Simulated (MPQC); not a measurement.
# LiH (SMILES [LiH]): levels of theory compared

We compute a comparison of 6 runs (HF/STO-3G, HF/def2-SVP, HF/def2-TZVP, B3LYP/6-31G*, PBE0/def2-TZVP, MP2/def2-TZVP) of LiH. 

Program for the calculation: MPQC 2.3.1.

3 further runs of the same task are left out: 1 that didn't finish, 2 set aside as unsound or not needed.

### Step 1. The structure to begin with

LiH: 2 atoms, total charge 0, spin state singlet. As SMILES, `[LiH]`. Geometry: the measured bond length.

Bond lengths: Li1–H2 1.596 Å.

### Step 2. Energy and gradient at HF/STO-3G (run 1)

The input, input.in:

```
% emacs should use -*- KeyVal -*- mode
molecule<Molecule>: (
    symmetry = c1
    unit = bohr
    { atoms geometry } = {
        Li [ 0.00000000     0.00000000     0.00000000 ]
        H  [ 0.00000000     0.00000000     3.01543598 ]
    }
)
basis<GaussianBasisSet>: (
    name = "STO-3G"
    molecule = $:molecule
    basisdir = "."
    puream = yes
)
mpqc: (
    checkpoint = no
    savestate = no
    restart = no
    do_energy = yes
    do_gradient = yes
    optimize = no
    mole<CLHF>: (
        molecule = $:molecule
        basis = $:basis
        total_charge = 0
        memory = 1000000000
        print_evals = yes
        print_npa = yes
        maxiter = 120
        value_accuracy = 1e-08
        guess_wavefunction<CLHF>: (
            molecule = $:molecule
            total_charge = 0
            memory = 1000000000
            value_accuracy = 1e-3
            basis<GaussianBasisSet>: (
                name = "3-21G"
                molecule = $:molecule
            )
        )
    )
)
```

The basis set STO-3G is read from a file made from the Basis Set Exchange's data (not shown).

On the command line:

```
mpqc -o input.out input.in
```

Standard output:

```text
MPQC: Massively Parallel Quantum Chemistry
[...]
  LUMO is     3   A =   0.078255
  total scf energy =   -7.8620020881
[...]
Value of the MolecularEnergy:   -7.8620020881
  Gradient of the MolecularEnergy:
      1    0.0000000000
      2    0.0000000000
      3   -0.0165295528
      4   -0.0000000000
      5   -0.0000000000
      6    0.0165295528
  Function Parameters:
    value_accuracy    = 2.285954e-09 (1.000000e-08) (computed)
    gradient_accuracy = 2.285954e-07 (1.000000e-06) (computed)
    hessian_accuracy  = 0.000000e+00 (1.000000e-04)
[...]
      symmetry = c1
[...]
```

Run time: 0.08 s. Hardware: 1 thread of Arm Neoverse V1, shared host.

### Step 3. Energy and gradient at HF/def2-SVP (run 2)

The input, job.in:

```
molecule<Molecule>: (
    symmetry = c1
    unit = angstrom
    { atoms geometry } = {
        Li [ 0.000000 0.000000 0.000000 ]
        H  [ 0.000000 0.000000 1.595700 ]
    }
)
basis<GaussianBasisSet>: (
    name = "def2-SVP"
    molecule = $:molecule
    basisdir = "."
    puream = yes
)
mpqc: (
    checkpoint = no
    savestate = no
    restart = no
    do_energy = yes
    do_gradient = yes
    optimize = no
    mole<CLHF>: (
        molecule = $:molecule
        basis = $:basis
        total_charge = 0
        memory = 1000000000
        print_evals = yes
        print_npa = yes
        maxiter = 120
        value_accuracy = 1e-08
        guess_wavefunction<CLHF>: (
            molecule = $:molecule
            total_charge = 0
            memory = 1000000000
            value_accuracy = 1e-3
            basis<GaussianBasisSet>: (
                name = "3-21G"
                molecule = $:molecule
            )
        )
    )
)
```

The basis set def2-SVP is read from a file made from the Basis Set Exchange's data (not shown).

On the command line:

```
mpqc job.in > job.out
```

Standard output:

```text
MPQC: Massively Parallel Quantum Chemistry
[...]
  LUMO is     3   A =   0.014453
  total scf energy =   -7.9786644182
[...]
Value of the MolecularEnergy:   -7.9786644182
  Gradient of the MolecularEnergy:
      1    0.0000000000
      2    0.0000000000
      3    0.0014147964
      4   -0.0000000000
      5   -0.0000000000
      6   -0.0014147964
  Function Parameters:
    value_accuracy    = 9.369973e-09 (1.000000e-08) (computed)
    gradient_accuracy = 9.369973e-07 (1.000000e-06) (computed)
    hessian_accuracy  = 0.000000e+00 (1.000000e-04)
[...]
      symmetry = c1
[...]
```

It took 0.08 s on 1 thread of Arm Neoverse V1, shared host.

Runs 3 to 5 aren't shown in full; the table further down has their settings and results.

### Step 4. Energy and gradient at MP2/def2-TZVP (run 6)

The input, job.in:

```
% HLi
molecule<Molecule>: (
  symmetry = c1
  unit = angstrom
  { atoms geometry } = {
    Li [ 0.000000     0.000000     0.000000 ]
    H  [ 0.000000     0.000000     1.595700 ]
  }
)
basis<GaussianBasisSet>: (
  name = "def2-TZVP"
  molecule = $:molecule
  basisdir = "."
  puream = yes
)
mpqc: (
  checkpoint = no
  savestate = no
  restart = no
  do_energy = yes
  do_gradient = yes
  optimize = no
  mole<MBPT2>: (
    molecule = $:molecule
    basis = $:basis
    memory = 1000000000
    method = mp
    nfzc = 0
    reference<CLHF>: (
      molecule = $:molecule
      basis = $:basis
      total_charge = 0
      memory = 1000000000
      print_evals = yes
      maxiter = 120
      value_accuracy = 1e-08
      guess_wavefunction<ExtendedHuckelWfn>: (
        molecule = $:molecule
        total_charge = 0
        multiplicity = 1
        basis<GaussianBasisSet>: (
          name = "STO-3G"
          molecule = $:molecule
        )
      )
    )
  )
)
```

The basis set def2-TZVP is read from a file made from the Basis Set Exchange's data (not shown).

On the command line:

```
mpqc job.in > job.out
```

Standard output:

```text
MPQC: Massively Parallel Quantum Chemistry
[...]
  CLSCF::init: total charge = 0
[...]
  nbasis = 20
[...]
  iter     1 energy =   -5.8225720881 delta = 7.66245e-02
[...]
  LUMO is     3   A =   0.008880
  total scf energy =   -7.9851721811
[...]
  MP2 correlation energy [au]:         -0.051506520563
  MP2 energy [au]:                     -8.036678701631
[...]
Value of the MolecularEnergy:   -8.0366787016
  Gradient of the MolecularEnergy:
      1    0.0000000000
      2    0.0000000000
      3   -0.0008399027
      4   -0.0000000000
      5   -0.0000000000
      6    0.0008399027
[...]
        symmetry = c1
[...]
```

Run time: 0.14 s. Hardware: 1 thread of Arm Neoverse V1, shared host.

### Step 5. All runs side by side

```tsv
run	level	starting guess	integration grid	energy (Eh)	HOMO energy (eV)	LUMO energy (eV)	HOMO–LUMO gap (eV)	wall time
1	HF/STO-3G	3-21G	–	-7.862002	-7.77	2.13	9.90	0.08 s
2	HF/def2-SVP	3-21G	–	-7.978664	-8.10	0.39	8.50	0.08 s
3	HF/def2-TZVP	STO-2G	–	-7.985172	-8.22	0.24	8.46	0.1 s
4	B3LYP/6-31G* (spherical functions)	3-21G	xfine	-8.081802	-5.34	-1.23	4.11	1.2 s
5	PBE0/def2-TZVP	huckel STO-3G	xfine	-8.050560	-5.47	-1.02	4.45	1.7 s
6	MP2/def2-TZVP	huckel STO-3G	–	-8.036679	-8.22	0.24	8.46	0.14 s
```

### Step 6. What came out

| quantity | value |
| --- | --- |
| run 6: total energy | -8.03668 Eh |
| run 6: HOMO energy (Hartree–Fock orbitals) | -8.22 eV |
| run 6: LUMO energy (Hartree–Fock orbitals) | 0.24 eV |
| run 6: HOMO–LUMO gap (Hartree–Fock orbitals) | 8.46 eV |
| run 6: correlation energy | -51.5 mEh |
| run 6: largest force on an atom | 0.043 eV/Å |

In words: Over runs 1, 2, 3, 4, 5 the HOMO–LUMO gap runs from 4.11 eV (B3LYP/6-31G*) to 9.90 eV (HF/STO-3G). The two ends differ in method and basis. Totals of different functionals can't be ranked against each other. In run 1 the basis is minimal, so the values are rough. All runs together took 3.3 s, the longest 1.7 s.
